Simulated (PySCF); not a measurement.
The electron affinity along group 14

Calculated with PySCF 2.14 from differences of total energies of unrestricted determinants, without spin-orbit coupling. Values in eV. The last column holds reference values (measured affinities from photodetachment; the arrow runs from anion to atom). Unmarked ones compare directly (S terms, centres of terms, or small fine structure); those marked * lie between the lowest fine-structure levels and include a spin-orbit shift.

```csv
element,configurations,UHF,LDA,PBE,PBE0,r2SCAN,MP2 (valence),reference
"C (aug-cc-pVQZ with one added diffuse shell each of s, p, d, f, g type, non-relativistic)",[He] 2s2 2p3 → [He] 2s2 2p2,0.452,1.836,1.630,1.427,1.504,1.289,1.262
"Si (aug-cc-pV(Q+d)Z with one added diffuse shell each of s, p, d, f, g type, non-relativistic)",[Ne] 3s2 3p3 → [Ne] 3s2 3p2,0.849,1.599,1.503,1.459,1.535,1.410,1.390 *
"Ge (aug-cc-pVQZ-PP with one added diffuse shell each of s, p, d, f, g type with ECP10MDF, ECP)",[Ar] 3d10 4s2 4p3 → [Ar] 3d10 4s2 4p2,0.834,1.531,1.412,1.371,1.482,1.322,1.233 *
"Sn (aug-cc-pVQZ-PP with one added diffuse shell each of s, p, d, f, g type with ECP28MDF, ECP)",[Kr] 4d10 5s2 5p3 → [Kr] 4d10 5s2 5p2,0.954,1.551,1.424,1.413,1.512,1.381,1.112 *
"Pb (aug-cc-pVQZ-PP with one added diffuse shell each of s, p, d, f, g type with ECP60MDF, ECP)",[Xe] 4f14 5d10 6s2 6p3 → [Xe] 4f14 5d10 6s2 6p2,0.866,1.483,1.331,1.306,1.412,1.235,0.357 *
```

The highest occupied level of the anion is positive for C⁻ at LDA, PBE, PBE0, r2SCAN; Si⁻ at LDA, PBE, PBE0, r2SCAN; Ge⁻ at LDA, PBE, PBE0, r2SCAN; Sn⁻ at LDA, PBE, PBE0, r2SCAN; Pb⁻ at LDA, PBE, PBE0, r2SCAN, so there the basis helps to hold the electron.

For Pb a determinant mixes LS terms or the coupling is close to jj, so these rows are model values.

"Valence" correlates the outer s and p shells and, in groups 3 to 12 and the f block, the outer d or f shell, open or full, or the next shell where the ion has no valence electron left; the wider scheme adds the next inner shell.
